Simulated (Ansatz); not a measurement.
# C3H6O2S: the cost of one run

Computed with Ansatz 0.2.0, driven from Python. Level of theory: MP2/6-31G*.

**1. The structure**

The script builds its own geometries from the SMILES OC(S)C1CO1.

The script holds or builds the structure itself.

**2. The script**

File c3h6o2s_conformers.py:

```python
# -*- coding: utf-8 -*-
"""Rank force-field conformers of C3H6O2S by single points."""

import ansatz as az
from rdkit import Chem
from rdkit.Chem import AllChem


def main():
    rd = Chem.AddHs(Chem.MolFromSmiles("OC(S)C1CO1"))
    ids = list(AllChem.EmbedMultipleConfs(rd, numConfs=20, randomSeed=743, pruneRmsThresh=0.4))
    field = [energy for _, energy in AllChem.MMFFOptimizeMoleculeConfs(rd)]
    distinct = {round(e, 2): i for i, e in zip(ids, field)}
    chosen = sorted(distinct.items())[:5]
    found = []
    for force_field, index in chosen:
        molecule = az.Crystal.molecule()
        for atom, xyz in zip(rd.GetAtoms(), rd.GetConformer(index).GetPositions()):
            molecule = molecule.atom(atom.GetSymbol(), xyz.round(5).tolist())
        calculation = molecule.calculation().basis(gaussian="6-31G*").correlation("MP2")
        found.append(calculation.run(threads=1, backend="cpu").report["free_energy_ev"])
    print("conformer   MMFF (kcal/mol)   this level (kcal/mol)")
    for (force_field, index), e in zip(chosen, found):
        print(f"{index:9d} {force_field - chosen[0][0]:17.2f} {23.060548 * (e - min(found)):17.3f}")


if __name__ == "__main__":
    main()
```

**3. The calls as engine input**

The engine receives this input (first run):

```yaml
crystal:
  periodic: [false, false, false]
  atoms:
    - { symbol: O, position_ang: [-1.13808, -1.52087, -0.30127] }
    - { symbol: C, position_ang: [-0.78728, -0.25981, 0.23977] }
    - { symbol: S, position_ang: [-2.14453, 0.90023, -0.01276] }
    - { symbol: C, position_ang: [0.43763, 0.23527, -0.45033] }
    - { symbol: C, position_ang: [1.80905, -0.1011, 0.07457] }
    - { symbol: O, position_ang: [1.21621, 1.18912, 0.28755] }
    - { symbol: H, position_ang: [-2.0995, -1.45966, -0.43927] }
    - { symbol: H, position_ang: [-0.62544, -0.38273, 1.31538] }
    - { symbol: H, position_ang: [-1.51011, 1.9599, 0.51229] }
    - { symbol: H, position_ang: [0.32142, 0.37093, -1.51773] }
    - { symbol: H, position_ang: [2.62544, -0.16618, -0.63386] }
    - { symbol: H, position_ang: [1.89519, -0.76511, 0.92566] }
basis:
  gaussian:
    orbitals: "6-31G*"
correlation:
  method: mp2
```

**4. Launch**

Command:

```bash
$ python c3h6o2s_conformers.py
```

What time and memory should one allow on 1 thread of Arm Neoverse V1, shared host?

About 11 s, with a peak of 0.32 GiB.
